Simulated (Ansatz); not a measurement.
For hcp Ru, BLYP in Ansatz (plane waves, PAW) gives:

| Item | Value |
|---|---|
| lattice parameter a | 2.766 Å |
| lattice parameter c | 4.351 Å |

Problem. What does HSE06-D3(BJ) in Ansatz (plane waves, PAW) give for the same quantities?

Solution. 
- lattice constant a: 2.655 Å (falls by 4.0 %)
- lattice parameter c: 4.199 Å (shrinks by 3.5 %)

For comparison: lattice constant a 2.706 Å (measured, 293 K, not corrected to a static lattice, our sources range from 2.700 to 2.706; as tabulated in Wikipedia's data pages); lattice parameter c 4.282 Å (measured, 293 K, no zero-point or thermal correction; as tabulated in Wikipedia's data pages).

Changes are worked out from the printed values.

Unless a cell is named, each level is at its own relaxed cell (BLYP 14.42, HSE06-D3(BJ) 12.82 Å³/atom).

Ansatz's density-functional and Hartree–Fock values are scalar-relativistic unless marked +SOC, with PAW data made under PBE.

Ansatz is a first-principles code.
